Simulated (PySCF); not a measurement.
Input of a response calculation (the driver script's job line, then coordinates in Å):

```
{"job": {"kind": "uv", "xc": "wB97X-D", "basis": "def2-SVPD", "ip": false, "nstates": 10}, "charge": 0, "multiplicity": 1}
Si    -0.000173     0.000274    -0.040890
F      0.007631    -0.013674     1.583365
H      1.409157     0.009287    -0.521392
H     -0.712711     1.224750    -0.499112
H     -0.703903    -1.220637    -0.521970
```

Output:

```
coarse grid: 4576 points
cycle   1  E = -390.8924127460  dE = -1.761e-01  |g| = 4.868e-01  |ddm| = 2.025e+00
cycle   2  E = -390.8808251965  dE =  1.159e-02  |g| = 6.039e-01  |ddm| = 8.473e-01
cycle   3  E = -390.9374933870  dE = -5.667e-02  |g| = 2.620e-02  |ddm| = 3.544e-01
cycle   4  E = -390.9376721962  dE = -1.788e-04  |g| = 6.027e-03  |ddm| = 8.812e-02
cycle   5  E = -390.9376858740  dE = -1.368e-05  |g| = 7.993e-04  |ddm| = 3.324e-02
cycle   6  E = -390.9376861225  dE = -2.486e-07  |g| = 1.190e-04  |ddm| = 4.380e-03
final grid: 39648 points
cycle   7  E = -390.9873678612  dE = -2.541e-05  |g| = 5.177e-03  |ddm| = 5.559e-02
cycle   8  E = -390.9873672286  dE =  6.327e-07  |g| = 6.089e-03  |ddm| = 1.113e-02
cycle   9  E = -390.9873727828  dE = -5.554e-06  |g| = 2.314e-04  |ddm| = 3.335e-03
cycle  10  E = -390.9873728112  dE = -2.841e-08  |g| = 8.954e-05  |ddm| = 1.123e-03
cycle  11  E = -390.9873728139  dE = -2.627e-09  |g| = 7.653e-06  |ddm| = 2.488e-04
cycle  12  E = -390.9873728139  dE = -4.678e-11  |g| = 1.766e-06  |ddm| = 2.925e-05
converged SCF energy = -390.9873728139

Static polarisability (au): isotropic 28.543, principal 27.250 29.190 29.191

Singlet excitations
state   eV       nm        f      main configurations
  1   8.1741    151.7   0.00525   H->L 0.88
  2   8.1746    151.7   0.00530   H-1->L 0.88
  3   9.5220    130.2   0.00000   H-1->L+3 0.30, H->L+2 0.30, H-1->L+2 0.19
  4   9.5905    129.3   0.15860   H->L+1 0.95
  5   9.5910    129.3   0.15848   H-1->L+1 0.95
  6  10.2053    121.5   0.01142   H->L+3 0.30, H-1->L+2 0.30, H->L+2 0.19
  7  10.3622    119.7   0.23787   H-1->L+3 0.42, H->L+2 0.42
  8  10.3624    119.6   0.23783   H->L+3 0.42, H-1->L+2 0.42
  9  11.2515    110.2   0.21075   H-2->L 0.86
 10  11.2523    110.2   0.21125   H-3->L 0.86

Triplet excitations (Tamm-Dancoff, eV): 7.7293 7.7299 9.0598 9.0609
```

Level of theory: TDDFT wB97X-D/def2-SVPD, vertical, gas phase, core orbitals frozen in the response (PySCF 2.14.0, density-fitted response routines). Geometry: PBE0-D3(BJ)/def2-SVP; no solvent, vibrations or thermal averaging.

What is the total energy of state 4 at this geometry?

-390.98737 + 0.35244 = -390.63493 hartree.

Which orbital energies lie behind H and L?

HOMO -11.77 eV and LUMO 1.65 eV, a gap of 13.42 eV; state 1 differs from that by -5.24 eV.

What share of the summed oscillator strength falls to the strongest level in this window?

States 7 and 8 at 120 nm: 0.4757 of 1.2368, or 38%.

What transition dipole goes with state 7?

|μ|² = 3f / (2ΔE) = 3 × 0.2379 / (2 × 0.3808) = 0.937 au, so |μ| = 2.46 D.

Give the mean polarisability in Å³.

28.54 au × 0.148185 = 4.23 Å³.

Which species is it?

SiFH3 (`[H][Si]([H])([H])F`) (FH3Si), point group C3v.

The SCF starts on a coarse grid; the energy jumps when the final grid takes over, and dE counts afresh there. H and L stand for HOMO and LUMO.

Time: 2.0 s of wall time. Hardware: one thread of an Arm Neoverse V2, shared host.

The pairwise dispersion term of wB97X-D wasn't added to the energies; at a given geometry it leaves orbitals and properties as they are.
